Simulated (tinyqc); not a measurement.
Ways to converge the cycle: SCF convergence aids in the sto-3g basis, for CH2, spin multiplicity 3. Computed by the program tinyqc with PySCF. 

Geometry (angstrom):

| atom | x | y | z |
|---|---|---|---|
| C | 0.0000 | 0.0000 | 0.0000 |
| H | 0.0000 | 0.9450 | 0.6830 |
| H | 0.0000 | -0.9450 | 0.6830 |

lowest solution found by these runs and by PySCF with stability checks = -38.419523 hartree

UHF with one setting changed at a time; a run stops when the energy changes by less than 1e-09 hartree and the error matrix is below 1e-5. The start is random orbitals. Damping d keeps d of the old density; a shift (hartree) raises the virtual levels; DIIS n extrapolates F over n matrices.

Largest element of the error matrix X^T (FDS - SDF) X:

| iteration | plain | damping 0.3 | damping 0.6 | shift 0.4 | DIIS 3 | DIIS 8 |
|---|---|---|---|---|---|---|
| 1 | 3.3e+00 | 3.3e+00 | 3.3e+00 | 3.3e+00 | 3.3e+00 | 3.3e+00 |
| 2 | 2.1e-01 | 1.0e+00 | 2.0e+00 | 2.9e-01 | 2.1e-01 | 2.1e-01 |
| 3 | 6.8e-02 | 3.5e-01 | 1.2e+00 | 1.1e-01 | 6.5e-02 | 6.5e-02 |
| 4 | 3.6e-02 | 1.2e-01 | 7.5e-01 | 9.6e-02 | 3.3e-02 | 3.3e-02 |
| 5 | 1.9e-02 | 4.7e-02 | 4.6e-01 | 1.1e-01 | 6.6e-03 | 6.1e-03 |
| 6 | 9.7e-03 | 2.9e-02 | 2.8e-01 | 1.5e-01 | 2.3e-03 | 2.4e-03 |
| 8 | 2.7e-03 | 1.2e-02 | 1.1e-01 | 1.3e-01 | 4.5e-04 | 3.6e-04 |
| 10 | 1.0e-03 | 5.3e-03 | 4.4e-02 | 6.6e-02 | 3.3e-05 | 1.1e-05 |
| 14 | 2.0e-04 | 1.4e-03 | 1.2e-02 | 1.2e-02 | - | - |
| 20 | 2.0e-05 | 2.9e-04 | 3.7e-03 | 1.0e-03 | - | - |
| 30 | - | 2.3e-05 | 7.6e-04 | 7.6e-05 | - | - |
| 45 | - | - | 9.5e-05 | - | - | - |
| 60 | - | - | 1.2e-05 | - | - | - |

How each run ends:

| run | iterations | E (hartree) | state |
|---|---|---|---|
| plain | 23 | -38.41952 | lowest found |
| damping 0.3 | 34 | -38.41952 | lowest found |
| damping 0.6 | >60 | -38.41952 | falls steadily but slowly, by a factor of about 0.87 a step |
| shift 0.4 | 39 | -38.41952 | lowest found |
| DIIS 3 | 13 | -38.41952 | lowest found |
| DIIS 8 | 12 | -38.41952 | lowest found |

5 of 6 runs reach the lowest solution found, in 12 to 39 iterations (fastest: DIIS 8). Not converged: damping 0.6. Plain steps already contract here, so damping only slows them. DIIS 3 and DIIS 8 gain by cancelling the error over several earlier matrices, much as a quasi-Newton step does.
